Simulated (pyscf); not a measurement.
Single points on ωB97X-D3(BJ)/def2-SVP structures (PySCF, gas phase).

Q: For H₃C–Re(=O)(=O)=O (SMILES [CH3][Re](=[O])(=[O])=[O]) + H• (SMILES [H]) → CH₄ (SMILES C) + [O=Re(=O)=O]• (SMILES [O]=[Re](=[O])=[O]), a substitution at C (doublet surface; C–Re broken, C–H formed), PBE/def2-TZVP gives ΔE‡ = 9.8 kcal/mol and ΔE = -25.9 kcal/mol (zero: the separated reactants). In which direction and how far do r²SCAN/def2-TZVP, M06-2X/def2-TZVP, ωB97M-D3(BJ)/def2-TZVP move these?

A: r²SCAN: ΔE‡ = 9.0 kcal/mol, ΔE = -27.3 kcal/mol; M06-2X: ΔE‡ = 14.1 kcal/mol, ΔE = -32.4 kcal/mol; ωB97M-D3(BJ): ΔE‡ = 15.0 kcal/mol, ΔE = -31.2 kcal/mol. PBE's barrier lies among them. Its reaction energy lies over all of them, by 1.4 to 6.5 kcal/mol. This is the saddle that the search found; another between the same sides may lie lower. The angle at the attacked C is 180°. Open-shell species with a d-block atom are single-reference here; other states, and whether the spin sits on metal or ligand, were not checked. Elements past Kr carry the def2 core potentials, without spin-orbit coupling.
